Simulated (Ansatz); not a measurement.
# AlBH₂ (triplet): PBE0, B3LYP, CAM-B3LYP over a scan of the scale of all distances, 6-31G

How well do these functionals follow the top wave-function level for AlBH₂ (triplet) over a scan of the scale of all distances?

Program: Ansatz 0.2.0, Gaussian basis. Level of theory: 6-31G, all electrons in the functionals. These are calculated values, not measurements.

Plan: PBE0, B3LYP, CAM-B3LYP, at 0.873; 1.000; 1.116; 1.311; 1.507; 1.720; 2.025; 2.377.

11 further runs of the same task are left out: 9 that didn't finish, 2 set aside as unsound or not needed.

**1. The system**

The geometry derives from a PBE0/def2-TZVP stationary point (not a proven minimum). All distances are scaled together.

4 atoms, charge 0, spin multiplicity 3.

Atoms are counted from 1 here; the program's logs count them from 0.

Bond lengths: B1–Al2 2.079 Å, Al2–H3 1.585 Å, Al2–H4 1.585 Å. Angles: B1–Al2–H3 117.0°, B1–Al2–H4 117.0°, H3–Al2–H4 125.9°.

No dispersion term is added. B3LYP takes the VWN-RPA correlation.

The geometry shown and the zero of energy belong to the point 1.000. The yardstick, FCI, and other wave-function levels (R restricted, U unrestricted, valence and pair active spaces) come from earlier runs.

**2. PBE0, 0.873**

Input file in.yaml:

```yaml
crystal:
  periodic: [false, false, false]
  atoms:
    - {symbol: B, position_ang: [0.000000, 0.000000, 1.354127]}
    - {symbol: Al, position_ang: [0.000000, 0.000000, -0.461126]}
    - {symbol: H, position_ang: [0.000000, -1.232088, -1.090129]}
    - {symbol: H, position_ang: [0.000000, 1.232088, -1.090129]}
basis:
  gaussian: {orbitals: 6-31G}
magnetization: {spin_polarized: true, initial_magnetization: 2}
hamiltonian: {xc: {name: PBE0}}
output: {forces: true, orbitals: {seedname: orbitals}}
```

Started as:

```sh
$ ansatz run in.yaml --threads 1 --pin off --events-out ev --progress --plain --max-ram 2393MiB
```

After this run come: PBE0, 1.000; PBE0, 1.116; PBE0, 1.311; PBE0, 1.507; PBE0, 1.720; PBE0, 2.025; PBE0, 2.377; B3LYP, 0.873; B3LYP, 1.000; B3LYP, 1.116; B3LYP, 1.311; B3LYP, 1.507; B3LYP, 1.720; B3LYP, 2.025; B3LYP, 2.377; CAM-B3LYP, 0.873; CAM-B3LYP, 1.000; CAM-B3LYP, 1.116; CAM-B3LYP, 1.311; CAM-B3LYP, 1.507; CAM-B3LYP, 1.720; CAM-B3LYP, 2.025; CAM-B3LYP, 2.377.

Before running them: what should the planned runs give, taken together? Wanted: span of the FCI curve; largest miss, PBE0; largest miss, B3LYP; largest miss, CAM-B3LYP.

As calculated:

```
               quantity                  value
  span of the FCI curve           547.9 kJ/mol
     largest miss, PBE0  +129.4 kJ/mol (2.377)
    largest miss, B3LYP   +98.3 kJ/mol (2.377)
largest miss, CAM-B3LYP  +112.3 kJ/mol (2.377)
```

Of the functionals, B3LYP keep the smallest largest miss at the points compared (at most 98.3 kJ/mol) and PBE0 strays most (129.4 kJ/mol, at 2.377). PBE0, B3LYP, CAM-B3LYP clearly break the spin symmetry at some points (⟨S²⟩ up to 0.75 above the pure value), so energy there is bought with a mixed spin. Functionals and the yardstick converge differently with the basis, so part of each miss in 6-31G is the basis.
